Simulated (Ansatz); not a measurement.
**One element changed: atomization energies of H₂N–NH, H₂P–PH, H$_{2}$As–AsH**

Ansatz 0.2.0, basis cc-pVDZ; geometries are PBE0/def2-TZVP minima. Wave-function levels freeze the cores with the filled d shells of p-block atoms; HF, MP2 and coupled cluster are restricted for singlets and unrestricted otherwise, atoms included, restricted open-shell where a d shell is frozen. The reference is CCSDT(Q) (coupled cluster only where its series has nearly closed). An error is the level's value less the reference. None of these values is a measured one. Energies are electronic, without zero-point terms. No spin–orbit coupling and no scalar relativity. The set is small: it underbinds, by tens of kJ/mol for each bond, so near ties and functionals' places can change in larger sets. The species are chosen: bound, without strong static correlation by their natural occupations or amplitudes, in their lowest spin state as far as vertical gaps and like structures tell, and with a ladder that closes on the reference, so errors are smaller than for species at large; levels whose determinant breaks symmetry or spin markedly are left out.

```csv
species,bonds (Å),quantity,symmetry of the states,reference,value (kJ/mol),error CCSD,error CCSD(T),error CCSDT
"H2P–PH, doublet","P–P 2.172, P–H 1.417/1.420/1.425, angles at P 92°, angles at P 95/97/100°",atomization,A,CCSDT(Q),1035.3,-18.3,-2.6,-0.9
"H2As–AsH, doublet","As–As 2.421, As–H 1.522/1.524/1.528, angles at As 91°, angles at As 93/94/95°",atomization,A,CCSDT(Q),937.0,-17.6,-2.6,-0.8
```

**Question.** One member is withheld: H2N–NH, doublet (N–N 1.338, N–H 1.007/1.012/1.021, angles at N 106°, angles at N 114/115/121°), where CCSD gives 1247.0 kJ/mol for the atomization. Estimate from the other members what CCSDT(Q) gives.

**Answer.** The errors of CCSD for the others average -18.0 kJ/mol; taking that off gives 1265.0, which misses by 3.6, against 21.6 without the correction. The computed value at CCSDT(Q) is 1268.6 kJ/mol. Errors against it: CCSD -21.5, CCSD(T) -2.6, CCSDT -1.8.

The reference falls from N to As, by 331.6 kJ/mol in all.
